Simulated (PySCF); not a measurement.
Compound: C3H8P2.
SMILES: `PCP1CC1`

A PySCF run (density fitting, gas phase, GFN2-xTB geometry) gave HOMO -6.82 eV, LUMO 0.08 eV, dipole 0.56 D.

Question: Which of these levels was it?
A. PBE0/pcSseg-1
B. KT3/def2-SVPD
C. LC-wPBE/aug-pcSseg-1
D. B3LYP/def2-SVPD
E. B97-D/6-31G

Answer: D. It is B3LYP/def2-SVPD. All candidates on this geometry:

```csv
level and settings,kind,basis functions,SCF cycles,E (Eh),HOMO (eV),LUMO (eV),dipole (D)
"KT3/def2-SVPD, grid level 1",GGA,172,11,-808.5947,-5.99,-0.57,0.51
B97-D/6-31G,GGA,69,14,-801.5607,-5.63,0.21,0.96
B3LYP/def2-SVPD,global hybrid,172,14,-801.5474,-6.82,0.08,0.56
PBE0/pcSseg-1,global hybrid,139,14,-801.3494,-7.05,0.52,0.76
"LC-wPBE/aug-pcSseg-1, grid level 4",range-separated hybrid,216,13,-801.4854,-9.63,0.75,0.73
```

The nearest other candidate, by the summed differences of HOMO and LUMO, is PBE0/pcSseg-1: its HOMO differs by -0.23 eV and its LUMO by +0.44 eV. B97-D ran without the empirical dispersion term, which would shift the total energy alone. Cycle counts include a coarse-grid stage where the run had one. KT3 was designed for NMR shieldings or shifts; total energies of different functionals aren't comparable.

Shape of the structure used: `[PH2:1][CH2:2][P:3]1[CH2:4][CH2:5]1`: P1–C2–P3–C4 7°, H–P1–C2–P3 -87°, H–P1–C2–P3 -179°.
